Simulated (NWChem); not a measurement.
Program: NWChem. System: H2P, charge 0, spin multiplicity 2, at a geometry optimised with UPBE/def2-SVP. The structure started from a generated list of species. Its SCF solution wasn't tested for a lower state. Level: UHF/def2-TZVP.

Output (cleaned and shortened):

```
             Northwest Computational Chemistry Package (NWChem) 7.3.0
             --------------------------------------------------------

                                NWChem Input Module
                                -------------------

 Scaling coordinates for geometry "geometry" by  1.889725989
 (inverse scale =  0.529177249)

 Turning off AUTOSYM since
 SYMMETRY directive was detected!

                             Geometry "geometry" -> ""
                             -------------------------

 Output coordinates in angstroms (scale by  1.889725989 to convert to a.u.)

  No.       Tag          Charge          X              Y              Z
 ---- ---------------- ---------- -------------- -------------- --------------
    1 P                   15.0000     0.00000000     0.00000000     0.11960000
    2 H                    1.0000     1.02886600     0.00000000    -0.89700300
    3 H                    1.0000    -1.02886600     0.00000000    -0.89700300

 Effective nuclear repulsion energy (a.u.)      11.2329785694

            Nuclear Dipole moment (a.u.)
            ----------------------------
        X                 Y               Z
 ---------------- ---------------- ----------------
     0.0000000000     0.0000000000    -0.0000113384

      Symmetry information
      --------------------

 Group name             C2v
 Group number             16
 Group order               4
 No. of unique centers     2

      Symmetry unique atoms

     1    2


 Summary of "ao basis" -> "" (spherical)
 ------------------------------------------------------------------------------
       Tag                 Description            Shells   Functions and Types
 ---------------- ------------------------------  ------  ---------------------
 *                         def2-tzvp                  on all atoms

 Summary of "ao basis" -> "ao basis" (spherical)
 ------------------------------------------------------------------------------
       Tag                 Description            Shells   Functions and Types
 ---------------- ------------------------------  ------  ---------------------
 P                         def2-tzvp                13       37   5s5p2d1f
 H                         def2-tzvp                 4        6   3s1p

                                 NWChem SCF Module
                                 -----------------

  ao basis        = "ao basis"
  functions       =    49
  atoms           =     3
[...]
    17      0.377616  1 P  pz                 5      0.354344  1 P  s
     4      0.328000  1 P  s                 20      0.253821  1 P  pz
     3     -0.207408  1 P  s                 14      0.173507  1 P  pz
    39     -0.152253  2 H  s                 45     -0.152253  3 H  s

 Vector    9  Occ=0.000000D+00  E= 3.800479D-02  Symmetry=b2
              MO Center= -4.9D-16, -1.6D-17,  8.7D-02, r^2= 2.8D+00
   Bfn.  Coefficient  Atom+Function         Bfn.  Coefficient  Atom+Function
  ----- ------------  ---------------      ----- ------------  ---------------
    19      0.722192  1 P  py                16      0.236030  1 P  py
    13      0.188694  1 P  py

 Vector   10  Occ=0.000000D+00  E= 1.464653D-01  Symmetry=b1
              MO Center=  1.8D-14, -4.5D-17,  7.3D-02, r^2= 4.1D+00
   Bfn.  Coefficient  Atom+Function         Bfn.  Coefficient  Atom+Function
  ----- ------------  ---------------      ----- ------------  ---------------
    18      1.412583  1 P  px                40     -1.200143  2 H  s
    46      1.200143  3 H  s                 12      0.154471  1 P  px

 Vector   11  Occ=0.000000D+00  E= 1.547529D-01  Symmetry=a1
              MO Center= -6.8D-16,  2.3D-16, -5.3D-01, r^2= 5.6D+00
   Bfn.  Coefficient  Atom+Function         Bfn.  Coefficient  Atom+Function
  ----- ------------  ---------------      ----- ------------  ---------------
     5      1.772461  1 P  s                 40     -1.512891  2 H  s
    46     -1.512891  3 H  s                 20     -1.224554  1 P  pz
     3     -0.178516  1 P  s

 center of mass
 --------------
 x =   0.00000000 y =   0.00000000 z =   0.10863212

 moments of inertia (a.u.)
 ------------------
           6.984494003274           0.000000000000           0.000000000000
           0.000000000000          14.604063348154           0.000000000000
           0.000000000000           0.000000000000           7.619569344880

  Mulliken analysis of the total density
  --------------------------------------

    Atom       Charge   Shell Charges
 -----------   ------   -------------------------------------------------------
    1 P   15    15.11   2.01  0.53  1.43  1.04  0.78  4.17  1.70  0.65  1.74  0.90  0.05  0.09  0.01
    2 H    1     0.95   0.23  0.53  0.17  0.02
    3 H    1     0.95   0.23  0.53  0.17  0.02

  Mulliken analysis of the alpha density
  --------------------------------------

    Atom       Charge   Shell Charges
 -----------   ------   -------------------------------------------------------
    1 P   15     8.10   1.00  0.27  0.72  0.53  0.41  2.10  0.84  0.40  1.15  0.61  0.02  0.05  0.00
    2 H    1     0.45   0.11  0.25  0.08  0.01
    3 H    1     0.45   0.11  0.25  0.08  0.01

   Mulliken analysis of the beta density
   -------------------------------------

    Atom       Charge   Shell Charges
 -----------   ------   -------------------------------------------------------
    1 P   15     7.01   1.00  0.27  0.72  0.51  0.37  2.07  0.86  0.26  0.59  0.29  0.02  0.04  0.01
    2 H    1     0.50   0.12  0.28  0.09  0.01
    3 H    1     0.50   0.12  0.28  0.09  0.01

   Mulliken analysis of the spin density
   -------------------------------------

    Atom       Charge   Shell Charges
 -----------   ------   -------------------------------------------------------
    1 P   15     1.10   0.00  0.00 -0.00  0.02  0.04  0.03 -0.02  0.14  0.56  0.33  0.00  0.01 -0.00
    2 H    1    -0.05  -0.01 -0.03 -0.01  0.00
    3 H    1    -0.05  -0.01 -0.03 -0.01  0.00

       Multipole analysis of the density wrt the origin
       ------------------------------------------------

     L   x y z        total         alpha         beta         nuclear
     -   - - -        -----         -----         ----         -------
     0   0 0 0     -0.000000     -9.000000     -8.000000     17.000000

     1   1 0 0      0.000000      0.000000      0.000000      0.000000
     1   0 1 0     -0.000000     -0.000000     -0.000000      0.000000
     1   0 0 1     -0.228183     -0.163017     -0.065155     -0.000011

     2   2 0 0    -10.516042     -9.530667     -8.545784      7.560409
     2   1 1 0     -0.000000      0.000000     -0.000000      0.000000
     2   1 0 1      0.000000      0.000000      0.000000      0.000000
     2   0 2 0    -11.320251     -7.816123     -3.504128      0.000000
     2   0 1 1     -0.000000     -0.000000     -0.000000      0.000000
     2   0 0 2    -11.682037     -9.503590     -8.691322      6.512876

 Task  times  cpu:        0.3s     wall:        0.3s

 Total times  cpu:        0.4s     wall:        0.4s
```

Task: Write an NWChem input that would produce this output.

Result: Several could match; the one computed here: 
```
start mol
memory heap 200 mb stack 900 mb global 1100 mb
geometry units angstroms nocenter noautoz
  P      0.000000     0.000000     0.119600
  H      1.028866     0.000000    -0.897003
  H     -1.028866     0.000000    -0.897003
  symmetry group C2v
end
basis spherical
  * library def2-tzvp
end
scf
  uhf
  nopen 1
  maxiter 100
  thresh 1e-7
  semidirect memsize 60000000 filesize 0
  # guess.movecs holds the orbitals of an unrestricted PBE0 run
  vectors input guess.movecs output mol.movecs
end
task scf energy
```
